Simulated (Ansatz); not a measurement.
We consider graphite, described by PBEsol in Ansatz (plane waves, PAW).

Run with plane-wave cutoff 520 eV, 30×30×10 k mesh (along the axes of the cell as run), Fermi–Dirac smearing 0.086 eV (set by the program), scalar-relativistic PAW data made under PBE.

Cell (relaxed at this level):

```yaml
crystal:
  lattice:
    - [2.45889, 0.00000, 0.00000]
    - [-1.22945, 2.12946, 0.00000]
    - [0.00000, 0.00000, 7.28319]
  atoms:
    - { symbol: C, position: [0.00000, 0.00000, 0.75000] }
    - { symbol: C, position: [0.00000, 0.00000, 0.25000] }
    - { symbol: C, position: [0.66667, 0.33333, 0.75000] }
    - { symbol: C, position: [0.33333, 0.66667, 0.25000] }
```

Question: Give the computed Young modulus, elastic constant C44, Voigt–Reuss–Hill shear modulus (Hill average), elastic constant C66, elastic constant C11, elastic constant C12, elastic constant C13 and elastic constant C33.

Answer: 
* **Young modulus**: 242 GPa
* **elastic constant C44**: 1.59 GPa
* **Voigt–Reuss–Hill shear modulus (Hill average)**: 101 GPa
* **elastic constant C66**: 397 GPa
* **elastic constant C11**: 978 GPa
* **elastic constant C12**: 184 GPa
* **elastic constant C13**: -0.76 GPa
* **elastic constant C33**: 7.64 GPa

Measured, for comparison: elastic constant C44 5 ± 3 GPa (temperature not stated, not corrected to a static lattice, our sources range from 4.00 to 5.05; as tabulated in Savini et al. (2010), arXiv:1008.3639); elastic constant C11 1109 ± 16 GPa, elastic constant C12 139 ± 36 GPa, elastic constant C13 0 ± 3 GPa (temperature not stated, not corrected to a static lattice; as tabulated in Savini et al. (2010), arXiv:1008.3639); elastic constant C33 36.5 ± 1 GPa (300 K, not corrected to a static lattice, our sources range from 36.5 to 40.7; as tabulated in Mounet and Marzari (2005), doi:10.1103/physrevb.71.205214). Computed (rounded) less measured: elastic constant C44 not scored (sources differ), elastic constant C11 -12 %, elastic constant C12 +32 %, elastic constant C33 not scored (sources differ).

Note: the cell comes from a level without a dispersion term, which matters for the spacing of layers, chains or molecules.

Elastic constants are with the ions relaxed.

It cost roughly 24 core-minutes of CPU time.

Ansatz is an electronic-structure program.
